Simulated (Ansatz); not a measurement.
**CCSD(T) against full CI for several species**

Each species is computed at the geometry given (Å), with frozen cores, in Ansatz 0.2.0: RHF-CCSD(T) for singlets, UHF-CCSD(T) otherwise, and full CI in the same basis. The program picks the determinant by trial CCSD, so it needn't be the lowest Hartree–Fock solution. States: H2Al–N A2, Al–NH2⁺ A2, HfH⁺ Σ⁺ or Δ. Cases whose determinant has another symmetry than full CI's state, or whose (Q) step broke down, weren't drawn. No spin–orbit coupling is included; scalar relativity enters only through core potentials past Kr.

Judging by size, spin and bonding and the diagnostics given, rank them by the size of CCSD(T)'s error in total energy against full CI in the same basis, smallest first (an estimate).
A. H2Al–N, triplet, 6-31G: Al 0.000 0.000 0.559; N 0.000 0.000 -1.251; H 0.000 1.443 1.214; H 0.000 -1.443 1.214. T1 0.017, (T) -45 meV in a correlation energy of -3.06 eV
B. HfH⁺, singlet, def2-TZVPP: Hf 0.000 0.000 0.000; H 0.000 0.000 1.832. T1 0.020, (T) -77 meV in a correlation energy of -2.34 eV
C. Al–NH2⁺, quartet, 6-31G: Al 0.000 0.000 0.686; N 0.000 0.000 -1.085; H 0.000 0.833 -1.650; H 0.000 -0.833 -1.650. T1 0.010, (T) -32 meV in a correlation energy of -2.85 eV

C (10.1 meV), A (19.8 meV), B (25.5 meV).

```
         species       basis  correlated electrons  CCSD(T) − full CI (meV)  CCSDT(Q) − full CI (meV)  unpaired electrons (full CI)     T1  ⟨S²⟩ of the determinant
Al–NH2⁺, quartet       6-31G                     9                     10.1                      -0.8                          3.01  0.010                     3.76
 H2Al–N, triplet       6-31G                    10                     19.8                      -0.2                          2.03  0.017                     2.01
   HfH⁺, singlet  def2-TZVPP                     4                     25.5                      -0.5                          0.40  0.020                     0.00
```

Unpaired electrons are Σ n²(2−n)² over natural occupations; an open shell counts its own unpaired electrons too. Frozen cores follow each run's orbitals, which moves totals by a few meV.
